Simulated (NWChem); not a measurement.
System: CN anion

Here is an NWChem input.

```
start job
memory heap 200 mb stack 900 mb global 1100 mb
charge -1
geometry units angstroms noautosym nocenter noautoz
  C      0.000000     0.000000    -0.633202
  N      0.000000     0.000000     0.540889
end
basis spherical
  C library aug-cc-pvdz
  N library aug-cc-pvdz
end
dft
  xc m06-2x
  iterations 150
end
cosmo
  do_cosmo_smd true
  solvent benzene
end
task dft energy
```

NWChem printed, in part:

```
             Northwest Computational Chemistry Package (NWChem) 7.3.0
             --------------------------------------------------------

                             Geometry "geometry" -> ""
                             -------------------------

 Output coordinates in angstroms (scale by  1.889725989 to convert to a.u.)

  No.       Tag          Charge          X              Y              Z
 ---- ---------------- ---------- -------------- -------------- --------------
    1 C                    6.0000     0.00000000     0.00000000    -0.63320200
    2 N                    7.0000     0.00000000     0.00000000     0.54088900

 Effective nuclear repulsion energy (a.u.)      18.9299163847

                                 NWChem DFT Module
                                 -----------------

 Summary of "ao basis" -> "ao basis" (spherical)
 ------------------------------------------------------------------------------
       Tag                 Description            Shells   Functions and Types
 ---------------- ------------------------------  ------  ---------------------
 C                        aug-cc-pvdz                9       23   4s3p2d
 N                        aug-cc-pvdz                9       23   4s3p2d

 in cosmo_initialize ...
 calling solv_data for solv:benzene

 solvent parameters
 solvname_short: benzene
 solvname_long:  benzene
 dielec:        2.2706
 dielecinf:     2.2533
 nonaqueous SMD model solvent descriptors
 dielec:        2.2706
 sola:          0.0000
 solb:          0.1400
 solc:          1.0000
 solg:         40.6200
 solh:          0.0000
 soln:          1.5011

          ---------------
          -cosmo- solvent
          ---------------
 Cosmo: York-Karplus, doi: 10.1021/jp992097l
 dielectric constant -eps-     =   2.27
 screen = (eps-1)/(eps    )    =   0.55959
 surface charge correction     = lagrangian

   van der Waals surface
 --------------------------

[...]

                                COSMO-SMD solvation results
                                ---------------------------

             internal energy in gas <Psi(g)|H|Psi(g)> =       -92.839914757530
         internal energy in solvent <Psi(s)|H|Psi(s)> =       -92.839420392058
                               delta internal energy  =         0.000494365472 (    0.31 kcal/mol)
   total free energy in solvent <Psi(s)|H+V/2|Psi(s)> =       -92.905908120695
 polarization energy contribution <Psi(s)|V/2|Psi(s)> =        -0.066487728637 (  -41.72 kcal/mol)
    total free energy in solvent including G(SMD-CDS) =       -92.901959518880
                       G(SMD-CDS) energy contribution =         0.003948601815 (    2.48 kcal/mol)
     1 M fixed-concentration free energy of solvation =        -0.062044761350 (  -38.93 kcal/mol)

                       DFT Final Molecular Orbital Analysis
                       ------------------------------------

 Vector    5  Occ=2.000000D+00  E=-2.628313D-01
              MO Center=  6.2D-10, -6.5D-10,  9.0D-02, r^2= 1.2D+00
   Bfn.  Coefficient  Atom+Function         Bfn.  Coefficient  Atom+Function
  ----- ------------  ---------------      ----- ------------  ---------------
    28      0.330692  2 N  px                29      0.311757  2 N  py
     5      0.264079  1 C  px                 6      0.248958  1 C  py
    31      0.201547  2 N  px                32      0.190006  2 N  py
     8      0.147306  1 C  px                 9      0.138871  1 C  py
    34      0.052920  2 N  px                35      0.049890  2 N  py

 Vector    6  Occ=2.000000D+00  E=-2.628313D-01
              MO Center= -8.9D-09,  9.5D-09,  9.0D-02, r^2= 1.2D+00
   Bfn.  Coefficient  Atom+Function         Bfn.  Coefficient  Atom+Function
  ----- ------------  ---------------      ----- ------------  ---------------
    29     -0.330692  2 N  py                28      0.311757  2 N  px
     6     -0.264079  1 C  py                 5      0.248958  1 C  px
    32     -0.201547  2 N  py                31      0.190006  2 N  px
     9     -0.147306  1 C  py                 8      0.138871  1 C  px
    35     -0.052920  2 N  py                34      0.049890  2 N  px

 Vector    7  Occ=2.000000D+00  E=-2.287839D-01
              MO Center= -7.6D-09,  8.0D-09, -6.1D-01, r^2= 1.7D+00
   Bfn.  Coefficient  Atom+Function         Bfn.  Coefficient  Atom+Function
  ----- ------------  ---------------      ----- ------------  ---------------
     7      0.456264  1 C  pz                30     -0.352167  2 N  pz
    27     -0.304905  2 N  s                 10      0.285324  1 C  pz
     3     -0.225265  1 C  s                 26     -0.180823  2 N  s
     2     -0.150194  1 C  s                 33     -0.107473  2 N  pz
    13      0.083022  1 C  pz                44     -0.029819  2 N  d  0

 Vector    8  Occ=0.000000D+00  E= 1.041813D-01
              MO Center=  3.4D-08, -3.7D-08,  1.1D+00, r^2= 1.2D+01
   Bfn.  Coefficient  Atom+Function         Bfn.  Coefficient  Atom+Function
  ----- ------------  ---------------      ----- ------------  ---------------
    27     -6.575684  2 N  s                  4      6.157404  1 C  s
    13      2.180066  1 C  pz                36      1.535250  2 N  pz
     3      1.444015  1 C  s                 10      0.951883  1 C  pz
    26     -0.871053  2 N  s                 33      0.491238  2 N  pz
    21      0.201830  1 C  d  0              44     -0.130805  2 N  d  0

[...]
```

Level: M06-2X/aug-cc-pVDZ, SMD on the gas-phase geometry. Structure relaxed at the B3LYP/def2-SVPD level. Solvent: benzene.
